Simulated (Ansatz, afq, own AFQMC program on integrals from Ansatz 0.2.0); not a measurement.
Two steps: Ansatz 0.2.0 writes the Fock matrix and Cholesky factors of the valence space, and afq projects on them the lowest state that overlaps trial and start.

```yaml
crystal:
  periodic: [false, false, false]
  atoms:
    - {symbol: Si, position_ang: [0.000000, 0.000000, 0.000000]}
basis:
  gaussian: {orbitals: aug-cc-pVTZ}
magnetization: {spin_polarized: true, initial_magnetization: 2}
correlation: {method: ccsd_t, electrons: outside_noble_gas, hamiltonian_folder: ham}
```

```sh
$ ansatz run in.yaml --threads 1 --pin off --events-out ev --progress --plain --max-ram 24576MiB --backend cuda --devices 0, --max-vram 18GiB
```

Options of the walk:

```
--method phaseless --trial cisd --walkers 4000 --populations 20 --least-time 60 --time-step 0.005 --steps-per-block 50 --equilibration-blocks 28 --max-blocks 4000 --target-error 0.00012 --factor-cut 1e-05 --start spin_pure --seed 1486 --release-times 0.24,0.51,0.99,1.62,2.4 --release-step 0.03 --release-every 3 --taylor-order 6
```

Times are imaginary, in 1/Eh. The walk had a cap of 135 s. With eight or more populations the least sampling time is a fifth of least-time, and the error comes from their spread.

```
orbitals 45  electrons 3 1  factors 275 of 284
reference energy -288.85662776 Eh
CCSD correlation -0.07465316 Eh in 9 cycles, weight of the determinant in the CISD state 0.9319
energy of the start -288.931205 Eh
 block  time / (1/Eh)  mean weight  energy / Eh
     1     0.250  0.9999  -288.931355
     2     0.500  1.0000  -288.931746
     3     0.750  1.0000  -288.932156
     4     1.000  1.0000  -288.932612
     5     1.250  1.0001  -288.932994
     8     2.000  0.9999  -288.933753
    11     2.750  1.0001  -288.934115
    14     3.500  1.0000  -288.934510
    17     4.250  0.9998  -288.934388
    20     5.000  0.9999  -288.934483
    23     5.750  0.9999  -288.934438
    26     6.500  1.0000  -288.934408
    29     7.250  1.0000  -288.934479
    32     8.000  1.0000  -288.934604
    35     8.750  0.9999  -288.934465
    38     9.500  1.0000  -288.934498
    41    10.250  1.0002  -288.934290
    44    11.000  0.9999  -288.934362
    47    11.750  0.9999  -288.934385
    50    12.500  0.9998  -288.934293
    53    13.250  0.9999  -288.934685
    56    14.000  1.0001  -288.934212
    59    14.750  1.0000  -288.934224
    62    15.500  0.9999  -288.934361
    65    16.250  0.9999  -288.934244
    68    17.000  0.9999  -288.934408
    71    17.750  1.0001  -288.934265
    74    18.500  1.0000  -288.933385
    77    19.250  1.0000  -288.934536
    78    19.500  0.9998  -288.934246
error from the spread of 20 populations
released: time / (1/Eh)  energy / Eh  error  mean overlap
  0.24  -288.934434  0.000029  0.9993
  0.51  -288.934545  0.000066  0.9971
  0.99  -288.934557  0.000029  0.9985
  1.62  -288.934592  0.000027  1.0009
  2.40  -288.934654  0.000045  0.9967
energy -288.934352 +/- 0.000043 Eh
(rows thinned)
```

**Question.** Estimate how long the walk took on 1 × NVIDIA H100 80GB HBM3 with 2 threads of AMD EPYC 7R13 Processor (Zen 3) (shared host) (the card was shared).

**Answer.** 89 s of wall time.

The run passed its tests (sampling time, drift between the halves within three errors, error under three times the target), which doesn't prove that it has relaxed. The second half of the sampling lies above the first by 1.8 errors of their difference, so the energy may still be moving and its error bar be too small.

Against this walk (error 1.2 meV) on the same determinant: CCSD(T) 14.1 meV higher, CCSDT(Q) 8.9 meV lower, full CI 9.3 meV lower. The error is statistical and leaves out the bias of the constraint. Released to 2.40 1/Eh the energy lies 8.2 ± 1.7 meV (both errors) below the phaseless value, which shows part or all of the bias of the constraint, and full CI lies 1.1 meV below the released value. Full CI is exact here, so the walk's 9 meV above it is the walk's own error: the bias of the constraint with this trial, or a walk that hasn't relaxed.

Cautions: constraint bias not in the error.

CCSDT and higher add their correlation energy to the determinant of the CCSD(T) run, since their own runs factorise the integrals more tightly (a shift of under 2 meV). A walk keeps the symmetry of its determinant, which the program's search chose and which needn't be the lowest solution, so a lower state of the same spin and another symmetry isn't excluded.
